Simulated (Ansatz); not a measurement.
The input, for Ansatz 0.2.0:

```yaml
crystal:
  periodic: [false, false, false]
  atoms:
    - {symbol: Zr, position_ang: [0.000000, 0.000000, 0.000000]}
    - {symbol: O, position_ang: [0.000000, 0.000000, 1.915000]}
basis:
  gaussian: {orbitals: def2-SVP}
total_charge: 1
magnetization: {spin_polarized: false, initial_magnetization: 5}
correlation: {method: ccsdtq, electrons: outside_noble_gas}
```

```sh
$ ansatz run in.yaml --threads 2 --pin off --events-out ev --progress --plain --max-ram 24576MiB --backend cuda --devices 0, --max-vram 18GiB
```

Log:

```
773 factors; integrals over basis functions are off by at most 1.3e-7 eV
mean field evaluation 1: about -3287.6211 eV, gradient 1.5e1 eV
mean field evaluation 2: about -3287.6978 eV, gradient 1.5e1 eV
mean field evaluation 4: about -3288.7608 eV, gradient 1.9e0 eV
mean field evaluation 8: about -3288.8210 eV, gradient 3.5e-1 eV
mean field evaluation 16: about -3288.8287 eV, gradient 3.4e-6 eV
mean field evaluation 32: about -3289.1118 eV, gradient 2.5e-1 eV
mean field evaluation 64: about -3289.3790 eV, gradient 8.5e-1 eV
mean field evaluation 96: about -3288.7688 eV, gradient 1.4e0 eV
mean field evaluation 128: about -3287.0226 eV, gradient 1.3e1 eV
mean field evaluation 160: about -3289.2058 eV, gradient 1.5e-6 eV
...
cycle  94  -3.98922956 eV  change    2.7e-8 eV  update   4.7e-6
cycle  95  -3.98922962 eV  change   -6.7e-8 eV  update   3.5e-6
cycle  96  -3.98922965 eV  change   -3.0e-8 eV  update   4.0e-6
cycle  97  -3.98922983 eV  change   -1.8e-7 eV  update   2.9e-6
cycle  98  -3.98922984 eV  change   -1.3e-8 eV  update   2.0e-6
cycle  99  -3.98922973 eV  change    1.2e-7 eV  update   1.4e-6
cycle 100  -3.98922969 eV  change    3.2e-8 eV  update   1.3e-6
cycle   1  -3.98922860 eV  update   1.5e-6
cycle   2  -3.98922850 eV  change    9.8e-8 eV  update   1.4e-6
cycle   3  -3.98922823 eV  change    2.7e-7 eV  update   1.0e-6
Total energy: -3293.37129475 eV, -121.0291627548 hartree
```

Ran on 2 threads of AMD EPYC 7R13 with a shared H100 80 GB, shared host: 3.6 min wall, 1.2 GiB peak host memory.
